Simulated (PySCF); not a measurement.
ethanol (C2H6O), SMILES OCC.

The structure is a stationary point at B3LYP-D3(BJ)/def2-TZVP. One conformer was computed; it need not be the lowest.

These are SMD-PBE0/6-31G* run with PySCF values and carry that method's errors.

Solvation free energies are E(SMD) − E(gas) at the gas-phase geometry, for 1 M in both phases. In vacuum the dipole moment is 1.70 D.

Computed solvation free energies in water, toluene, acetonitrile:
| solvent | ΔG(solv) (kcal/mol) | its non-electrostatic (CDS) part | dipole (D) |
|---|---|---|---|
| water | -4.8 | 2.4 | 2.21 |
| toluene | -3.0 | -1.5 | 1.82 |
| acetonitrile | -4.3 | -0.6 | 2.00 |
